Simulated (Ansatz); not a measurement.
FeSb$_{2}$: computed properties

Level of theory: DFT PBEsol, scalar-relativistic, plane waves, PAW (Ansatz 0.2.0).

Settings: cutoff 420 eV, Γ-centred mesh 6×6×12 on the computed 6-atom cell, Gaussian smearing of 0.10 eV; no spin polarisation.

The structure is relaxed at this level of theory with its symmetry kept. Whether it is the stable form of this composition wasn't checked.

```
Fe Sb
1.0
     5.77295    0.00000    0.00000
     0.00000    6.42983    0.00000
     0.00000    0.00000    3.11784
Fe Sb
2 4
Direct
  0.00000 0.00000 0.00000
  0.50000 0.50000 0.50000
  0.19088 0.35348 0.00000
  0.80912 0.64652 0.00000
  0.69088 0.14652 0.50000
  0.30912 0.85348 0.50000
```

| Quantity | Value |
| --- | --- |
| Space group | Pnnm (No. 58) |
| Volume per atom | 19.29 Å³ |
| Formation energy from the elements' standard states (uncorrected) | -0.095 eV/atom |
| Kohn–Sham band gap | none (metal) |
| Density of states at the Fermi level | 0.45 states/eV per cell |
| Löwdin character within 0.5 eV of the Fermi level | Fe 3d 76 %, Sb 5p 20 % |
| Bader charges (e) | Fe (2 in the cell) -0.13, Sb (4 in the cell) 0.07 |

Spin-orbit coupling is left out, which matters for the bands of heavy elements.

A ferromagnetic start lost its moments in a first run, so spin was left out; other magnetic orders weren't tried.